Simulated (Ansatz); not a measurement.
For Ga2S3 (Cc, No. 9), LDA (plane waves, PAW; Ansatz, a program for electronic structure) gives:

- volume per atom = 20.44 Å³/atom
- formation enthalpy = -0.696 eV/atom

Question: What does r²SCAN+rVV10 in Ansatz (plane waves, PAW) give for the same quantities?

Answer: 
- equilibrium volume per atom: 21.45 Å³/atom (goes up by 4.9 %)
- formation enthalpy: -0.816 eV/atom (moves by -0.120 eV/atom)

For comparison: equilibrium volume per atom 21.34 Å³/atom (measured, 294 K, copied from a table, unchecked, no zero-point or thermal correction; as tabulated in Zeitschrift f\"ur Kristallographie - New Crystal Structures 216, 327 (2001)).

Changes are worked out from the printed values.

Unless a cell is named, each level is at its own relaxed cell (LDA 20.44, r²SCAN+rVV10 21.45 Å³/atom).

Ansatz's density-functional and Hartree–Fock values are scalar-relativistic unless marked +SOC, with PAW data made under PBE.
